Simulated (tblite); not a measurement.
C₂H₃N₃.
SMILES: `c1nc[nH]n1`

Calculated harmonic vibrations of the isolated species, GFN2-xTB (tblite), most abundant isotopes, no scaling. The method is semi-empirical: single wavenumbers can be off by several per cent or more.

Harmonic wavenumbers (cm⁻¹): 602.9, 651.4, 674.2, 818.3, 865.8, 927.7, 938.5, 1059.1, 1095.6, 1137.7, 1193.5, 1315.3, 1353.3, 1385.0, 1514.3, 3184.6, 3199.9, 3450.5.

A = 10384, B = 10081, C = 5115 MHz; mass 69.033 u (most abundant isotopes); point group Cs, symmetry number 1.

Question: Zero-point energy?

Answer: Half the sum of the wavenumbers: 12684 cm⁻¹ = 151.73 kJ/mol.

Question: What is S at 273.15 K and 1 bar for an ideal gas of classical rigid rotors and harmonic oscillators?

Answer: Translation 159.85, rotation 98.95, vibration 6.50: S = 265.3 J/(mol K).

Question: And Cp and H(273.15 K) − H(0)?

Answer: Cp = 55.04 J/(mol K), of which vibrations give 21.78 (their classical limit is 18 R = 149.7); H(273.15 K) − H(0) = 10.50 kJ/mol without the zero-point energy, 1.42 from vibrations.

Question: Which modes carry the vibrational entropy at 273.15 K?

Answer: 602.9 cm⁻¹: 1.51; 651.4 cm⁻¹: 1.23; 674.2 cm⁻¹: 1.11; 818.3 cm⁻¹: 0.60; 865.8 cm⁻¹: 0.49; 927.7 cm⁻¹: 0.37 J/(mol K); the other 12 give 1.19 together.

Question: What must be added to the electronic energy to get the Gibbs energy at 273.15 K and 1 bar?

Answer: ZPE + [H(273.15 K) − H(0)] − T·S = 151.73 + 10.50 − 72.46 = 89.77 kJ/mol.

Question: How do the functions run with temperature in this model?

Answer: 
```json
{"T (K)": "150", "S (J/(mol K))": "239.3", "Cp (J/(mol K))": "35.9", "H − H(0) (kJ/mol)": "5.05", "G − H(0) (kJ/mol)": "-30.85", "ln q(vib)": "0.01"}
{"T (K)": "250", "S (J/(mol K))": "260.6", "Cp (J/(mol K))": "50.5", "H − H(0) (kJ/mol)": "9.28", "G − H(0) (kJ/mol)": "-55.88", "ln q(vib)": "0.11"}
{"T (K)": "298.15", "S (J/(mol K))": "270.3", "Cp (J/(mol K))": "60.1", "H − H(0) (kJ/mol)": "11.94", "G − H(0) (kJ/mol)": "-68.66", "ln q(vib)": "0.22"}
{"T (K)": "400", "S (J/(mol K))": "290.9", "Cp (J/(mol K))": "80.4", "H − H(0) (kJ/mol)": "19.11", "G − H(0) (kJ/mol)": "-97.24", "ln q(vib)": "0.59"}
{"T (K)": "600", "S (J/(mol K))": "329.6", "Cp (J/(mol K))": "110.5", "H − H(0) (kJ/mol)": "38.44", "G − H(0) (kJ/mol)": "-159.35", "ln q(vib)": "1.67"}
{"T (K)": "900", "S (J/(mol K))": "379.8", "Cp (J/(mol K))": "136.0", "H − H(0) (kJ/mol)": "75.82", "G − H(0) (kJ/mol)": "-266.02", "ln q(vib)": "3.65"}
```

q(vib) and H(0) count from the zero-point level.
